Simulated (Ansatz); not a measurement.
# How methods differ on Si2H5 (SMILES [SiH2][SiH3])

Si2H5: 7 atoms, total charge 0, spin state doublet. As SMILES, `[SiH2][SiH3]`. The shape is that of a PBE0-D4/def2-TZVP optimisation.

```csv
atom,x (Å),y (Å),z (Å)
Si,-0.2096,-1.3612,-0.1911
Si,0.3579,0.8892,-0.0620
H,-0.0026,-2.1239,1.0703
H,-1.5736,-1.6246,-0.7256
H,0.2100,1.5028,-1.4080
H,-0.4958,1.6431,0.8986
H,1.7749,1.0068,0.3722
```

Each level gives the energy change with the Si1–H4 bond stretched from 1.488 to 2.977 Å (eV). The values are calculated.

```tsv
level	kind	program	value (eV)	less FCI/STO-3G	CPU time (all runs)
USVWN5/STO-3G	LDA	Ansatz	4.95	+0.61	3.4 s
U-revPBE/STO-3G	GGA	Ansatz	4.54	+0.20	7.9 s
U-r2SCAN/STO-3G	meta-GGA	Ansatz	4.66	+0.32	18 s
U-wB97M-V/STO-3G	range-separated hybrid	Ansatz	4.69	+0.35	67 s
UHSE06/STO-3G	range-separated hybrid	Ansatz	4.65	+0.31	8.9 s
RPA@PBE/STO-3G	RPA	Ansatz	4.48	+0.14	9.5 s
UBCCD(T)/STO-3G	coupled cluster or CI	Ansatz	4.36	+0.02	1 s
UCCSDTQ/STO-3G	coupled cluster or CI	Ansatz	4.34	0.00	100 s
FCI/STO-3G	exact in the basis	Ansatz	4.34	0.00	72 s
```

FCI/STO-3G is exact within its basis and frozen core, so for wave-function methods in that basis the difference is their error; functionals converge differently with the basis, so for them it is only a difference. The first shape isn't each level's own minimum. The values span 4.34 to 4.95 eV. Spin contamination of the reference (⟨S²⟩ at least 0.1 too high) touches USVWN5/STO-3G, U-revPBE/STO-3G, U-r2SCAN/STO-3G, U-wB97M-V/STO-3G, UHSE06/STO-3G, RPA@PBE/STO-3G, UBCCD(T)/STO-3G, UCCSDTQ/STO-3G. All rows use very small basis sets, so none should be taken for the real molecule's value. Times are those of the runs behind each value, whatever else they computed, on shared processors of several kinds: orders of magnitude only.
